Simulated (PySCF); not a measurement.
Compound: isobutyl mercaptan, C4H10S.
Atom-mapped SMILES: `[CH3:1][CH:2]([CH3:3])[CH2:4][SH:5]` (hydrogens: H6, H7, H8 on C1; H9 on C2; H10, H11, H12 on C3; H13, H14 on C4; H15 on S5)

Computed by this run: PBE0-D3(BJ)/def2-TZVP geometry optimisation, gas phase (PySCF 2.14.0); density fitting, grid level 2; the optimiser is geomeTRIC in internal coordinates, started from a GFN2-xTB structure.

Step 0: E = -15139.9654 eV
```
atom  x, y, z in Å  |  force x, y, z in eV/Å
C1      1.1222   -0.9377    0.2556   -0.333   0.151   0.184
C2     -0.0127    0.0780    0.3386    0.307   0.079  -0.312
C3      0.5384    1.5020    0.3917   -0.223  -0.363   0.108
C4     -0.9514   -0.0542   -0.8568   -0.291  -0.410   0.433
S5     -1.8153   -1.6618   -0.9251    0.161   0.100  -0.357
H6      1.7453   -0.8844    1.1447    0.154   0.001   0.107
H7      1.7444   -0.7383   -0.6144    0.139   0.030  -0.151
H8      0.7266   -1.9474    0.1721    0.003  -0.118  -0.017
H9     -0.5865   -0.1097    1.2546   -0.029   0.008  -0.047
H10     1.2071    1.6134    1.2417    0.127   0.089   0.107
H11    -0.2675    2.2261    0.4910   -0.075   0.163   0.004
H12     1.0954    1.7273   -0.5155    0.111   0.072  -0.136
H13    -0.3949    0.0011   -1.7924    0.030   0.075  -0.086
H14    -1.7124    0.7272   -0.8500    0.072   0.094  -0.081
H15    -2.4432   -1.5336    0.2424   -0.152   0.030   0.244
```

Task: Estimate the geometry and energy of step 1. (The exact step hangs on the optimiser's Hessian estimate; all steps are aligned on step 0, rigid shifts and turns removed.)

Result: E = -15139.9852 eV, largest force 0.105 eV/Å
```
atom  x, y, z in Å  |  force x, y, z in eV/Å
C1      1.1473   -0.9348    0.2601    0.009  -0.002  -0.009
C2      0.0044    0.0625    0.3355   -0.042  -0.007   0.033
C3      0.5271    1.4916    0.3937    0.012   0.015  -0.018
C4     -0.9597   -0.0761   -0.8373    0.019   0.033  -0.060
S5     -1.8581   -1.6462   -0.9450   -0.003   0.021   0.102
H6      1.7956   -0.8508    1.1356   -0.005  -0.007  -0.009
H7      1.7610   -0.7474   -0.6278   -0.012  -0.006   0.014
H8      0.7748   -1.9587    0.2040    0.000  -0.009  -0.003
H9     -0.5659   -0.1323    1.2537    0.018   0.009  -0.011
H10     1.1924    1.6313    1.2491   -0.003  -0.008  -0.007
H11    -0.2868    2.2166    0.4782    0.005  -0.010   0.000
H12     1.0963    1.7303   -0.5108   -0.009   0.005   0.016
H13    -0.4079   -0.0116   -1.7822   -0.032   0.003   0.032
H14    -1.6844    0.7417   -0.8359    0.011  -0.019  -0.003
H15    -2.5406   -1.5082    0.2071    0.032  -0.017  -0.078
```

The energy changes by -0.0198 eV. The first-order estimate −F·Δx gives -0.0440 eV and the mean of the old and new forces, exact on a quadratic surface, -0.0194 eV. The step makes an angle of 77° with the force vector and moves no atom by more than 0.107 Å.

What follows is the cost of the whole optimisation. Hardware: one thread, Intel Xeon Platinum 8488C (x86_64), shared host. Cost: 56 s, 0.91 GiB resident at most.
